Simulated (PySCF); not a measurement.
Species: Na2.
Numbering: `[Na:1][Na:2]`

Geometry (PBE0-D3(BJ)/def2-SVP, Å), atoms numbered from 1 in this order:
```
atom  x, y, z in Å
Na1    1.5623   -0.0040   -0.0028
Na2   -1.5615    0.0037   -0.0121
```

Method used: PBE0-D3(BJ)/def2-SVP geometry optimisation, gas phase (PySCF 2.14.0).

Masses are those of the commonest isotopes; rigid-rotor values at the optimised geometry. 

(1) What are the moment of inertia and the rotational constant?

(2) List the first levels of a rigid rotor in a Σ state.

(3) Has it a pure rotational spectrum?

Results:

(1) I = 112.172 u·Å², B = 505379 MHz·u·Å²/I = 4505 MHz (0.1503 cm⁻¹, or 0.216 K as hB/k). For two atoms I = μr² with μ = 11.4949 u and r = 3.1238 Å.

(2) E(J) = BJ(J+1): J = 1: 0.301, J = 2: 0.902, J = 3: 1.803, J = 4: 3.006, J = 5: 4.509, J = 6: 6.312 cm⁻¹.

(3) Not by electric dipole: D∞h allows no dipole (computed 0.00 D). Rotational Raman lines (ΔJ = 2) lie at B(4J + 6), spaced by 4B = 0.601 cm⁻¹, with nuclear-spin weights that differ between even and odd J.

PBE0-D3(BJ)/def2-SVP frequencies: not computed here. Constants of a rigid frame at the computed geometry: no zero-point averaging, no centrifugal distortion.
